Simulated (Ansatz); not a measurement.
## Ansatz (development build ahead of 0.2.0) run

```yaml
crystal:
  periodic: [false, false, false]
  atoms:
    - { symbol: S, position_ang: [0.0, 0.0, 0.0] }
    - { symbol: O, position_ang: [1.5568, 0.0, 0.0] }
    - { symbol: O, position_ang: [-0.7784, 1.34823, 0.0] }
    - { symbol: O, position_ang: [-0.7784, -1.34823, 0.0] }
basis:
  gaussian: { orbitals: def2-TZVP }
hamiltonian:
  xc: hf
correlation:
  method: mp2
  frozen_orbitals: { O: 1, S: 5 }
```

The input is written out in the form of the current development build from the run's settings.

The run gave:

```yaml
Converged: yes
Reference_energy: -622.07429 hartree
Correlation_energy: -0.93850 hartree
Total_energy: -623.01280 hartree
Spin_squared_of_the_determinant: 0.000
```

Caution: no unrestricted run beside it, a lower state can exist.
